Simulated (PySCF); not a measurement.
# Continuum solvent and chemical shifts

Molfile (atoms numbered from 1):
```
C4H4N2
     RDKit          3D

 10  9  0  0  0  0  0  0  0  0999 V2000
   -1.0036   -0.3103    0.5082 C   0  0  0  0  0  0  0  0  0  0  0  0
    0.1285    0.3017   -0.3322 C   0  0  0  0  0  0  0  0  0  0  0  0
    0.7896   -0.7104   -1.1646 C   0  0  0  0  0  0  0  0  0  0  0  0
    1.2713   -1.5273   -1.8251 N   0  0  0  0  0  0  0  0  0  0  0  0
    1.1087    1.0012    0.5062 C   0  0  0  0  0  0  0  0  0  0  0  0
    1.8465    1.5668    1.1929 N   0  0  0  0  0  0  0  0  0  0  0  0
   -0.6055   -1.0641    1.2006 H   0  0  0  0  0  0  0  0  0  0  0  0
   -1.5017    0.4774    1.0890 H   0  0  0  0  0  0  0  0  0  0  0  0
   -1.7383   -0.7886   -0.1532 H   0  0  0  0  0  0  0  0  0  0  0  0
   -0.2955    1.0536   -1.0218 H   0  0  0  0  0  0  0  0  0  0  0  0
  1  2  1  0
  2  3  1  0
  3  4  3  0
  2  5  1  0
  5  6  3  0
  1  7  1  0
  1  8  1  0
  1  9  1  0
  2 10  1  0
M  END
```

GIAO PBE0/pcSseg-1 in PySCF 2.14 on one PBE0-D3(BJ)/def2-SVP conformer, non-relativistic, equivalent nuclei averaged. Solvents enter as an IEF-PCM continuum (acetonitrile with ε = 35.7, dimethylsulfoxide with ε = 46.8) around the gas-phase geometry. Shifts are referred to TMS computed in the same medium.

Gas phase, δ in ppm: C3/C5 119.0, C1 19.5, C2 17.2, H10 3.18, H7/H8/H9 1.59. Dipole moment 4.28 D.

**Question.** How does each δ change in the continuum?

**Answer.** 
```
   atoms                           environment  Δδ, acetonitrile  Δδ, dimethylsulfoxide
   C3/C5                        nitrile carbon              +6.1                   +6.2
      C1                         methyl carbon              -0.2                   -0.2
      C2                 sp3 CH α to a nitrile              +1.7                   +1.7
     H10  hydrogen on an sp3 CH α to a nitrile             +0.71                  +0.72
H7/H8/H9           hydrogen on a methyl carbon             +0.21                  +0.21
```

Changes are relative to the gas phase. The dipole moment becomes 5.45 D in acetonitrile, 5.46 D in dimethylsulfoxide.

**Question.** Which nuclei move most (in ppm), and what does the model miss?

**Answer.** C3/C5 (nitrile carbon, +6.2 ppm) in dimethylsulfoxide. A continuum only polarises the solute; specific hydrogen bonds, the anisotropy of aromatic solvents and changes of geometry or conformer are outside it.
